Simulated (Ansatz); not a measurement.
# CH3B (triplet): the correlation ladder at distance B1–C2 = 2.404 Å, cc-pVDZ

One table from this session's results is given with a row withheld; the runs are named, their logs left out.

The runs use Ansatz 0.2.0, Gaussian basis; cc-pVDZ, core rule «outside noble gas», up to 2 orbitals frozen.

Plan: UHF; CCSD(T) on ROHF; CCSD(T) on UHF; BCCD(T) on ROHF; CISD; CCSDT(Q) on ROHF; CCSDT(Q) on UHF; CASSCF and MRCISD+Q, 4 electrons in 4 orbitals; CASSCF and NEVPT2, 4 electrons in 4 orbitals.

21 further runs of the same task are left out: 18 that didn't finish, 3 set aside as unsound or not needed.

## What is computed

The geometry derives from a PBE0/def2-TZVP stationary point (not a proven minimum). One bond is set to the value named and the two fragments are kept rigid.

5 atoms, charge 0, spin multiplicity 3.

Atoms are counted from 1 here; the program's logs count them from 0.

Bond lengths: B1–H3 1.194 Å, C2–H4 1.092 Å, C2–H5 1.087 Å. Angles: H4–C2–H5 113.6°.

As a file:

```xyz
5

B     0.0000   -0.2423    1.3005
C     0.0000    0.1327   -1.0740
H     0.0000    0.5682    2.1768
H     0.0000    1.1260   -1.5267
H     0.0000   -0.6763   -1.8008
```

Set-up of the first run:

in.yaml reads:

```yaml
crystal:
  periodic: [false, false, false]
  atoms:
    - {symbol: B, position_ang: [0.000000, -0.242331, 1.300518]}
    - {symbol: C, position_ang: [0.000000, 0.132707, -1.074048]}
    - {symbol: H, position_ang: [0.000000, 0.568177, 2.176788]}
    - {symbol: H, position_ang: [0.000000, 1.126006, -1.526734]}
    - {symbol: H, position_ang: [0.000000, -0.676321, -1.800758]}
basis:
  gaussian: {orbitals: cc-pVDZ}
magnetization: {spin_polarized: true, initial_magnetization: 2}
hamiltonian: {xc: hf}
output: {orbitals: {seedname: orbitals}}
```

Command:

```
$ ansatz run in.yaml --threads 1 --pin off --events-out ev --progress --plain --max-ram 2393MiB
```

Among the steps run: UHF; CCSD(T) on ROHF; CCSD(T) on UHF; BCCD(T) on ROHF; CISD; CCSDT(Q) on ROHF; CCSDT(Q) on UHF; CASSCF and MRCISD+Q, 4 electrons in 4 orbitals; CASSCF and NEVPT2, 4 electrons in 4 orbitals.

One table of the session follows, with a row left open; its other results are not shown here.

| method | from RCCSDT(Q) (meV) |
| --- | --- |
| ROHF | +6466.7 |
| UHF | +5878.5 |
| RMP2 | +1375.0 |
| UMP2 | ? |
| CISD | +758.7 |
| RCCSD | +278.7 |
| UCCSD | +245.8 |
| RCCSD(T) | +68.0 |
| UCCSD(T) | +75.5 |
| BCCD(T) | +72.0 |
| RCCSDT | +16.2 |
| UCCSDT | +12.1 |
| RCCSDT(Q) | 0 |
| UCCSDT(Q) | -2.7 |
| CASSCF pair | +5380.6 |
| NEVPT2 pair | +1192.8 |
| MRCISD pair | +514.3 |
| MRCISD+Q pair | +75.2 |

Estimate the missing values for UMP2.

As computed: from RCCSDT(Q) (meV): +1563.5. In the column «from RCCSDT(Q) (meV)» it lies between RMP2 (+1375.0) and CASSCF pair (+5380.6).

To keep in mind: Restricted and unrestricted rows rest on different reference determinants; where their highest levels disagree by more than a few hundredths of an eV, they describe different states and don't form one ladder.
